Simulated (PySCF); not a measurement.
Molecule: SMILES [C-]#[N+]C(C)(C)C, C$_{5}$H$_{9}$N.

Bonds (- single, = double, # triple, : aromatic): C1#N2 1.173 Å, N2-C3 1.432 Å, C3-C4 1.530 Å, C3-C5 1.530 Å, C3-C6 1.530 Å. C4 carries H7, H8, H9; C5 carries H10, H11, H12; C6 carries H13, H14, H15. Formal charges: C1 -1, N2 +1.

Spin–spin couplings on one PBE0-D3(BJ)/def2-SVP geometry, PySCF, gas phase, non-relativistic, equivalent pairs averaged (spin–dipole term only in couplings to heteroatoms); isotopes ¹³C, ¹H, ¹⁵N; basis pcJ-1.

How do the couplings (Hz) change with the functional? Times are CPU seconds on shared hosts with different chips, so compare them loosely.

## Answers


```
functional  functions  ¹J(C4,H7)  ¹J(C3,C4)  ¹J(C1,N2)  ¹J(N2,C3)  ²J(H7,H8)  ²J(C3,H7)  ²J(C1,C3)  core-s
        HF        252      162.7       68.1      -34.3      -31.6      -28.2      -12.0       -5.7      25
       LDA        252      103.5       22.8        2.2       -4.5       -8.5       -1.6      -10.9      28
       PBE        252      124.0       31.9        0.2       -7.1      -12.2       -2.9      -11.8      37
       KT2        252      130.2       23.6        7.7       -1.3      -16.8       -3.4      -14.0      39
     B3LYP        252      135.7       38.4       -7.4      -11.3      -13.6       -3.3       -9.2      73
      PBE0        252      127.8       37.0       -5.8      -11.2      -14.3       -4.1       -9.1      64
     B97-2        252      122.1       36.0       -7.7      -11.6      -12.3       -3.5      -10.1      49
 BHandHLYP        252      145.5       47.2      -16.0      -17.0      -16.8       -5.0       -6.8      41
 CAM-B3LYP        252      133.0       38.4       -9.0      -12.5      -13.9       -3.4       -6.9      58
```
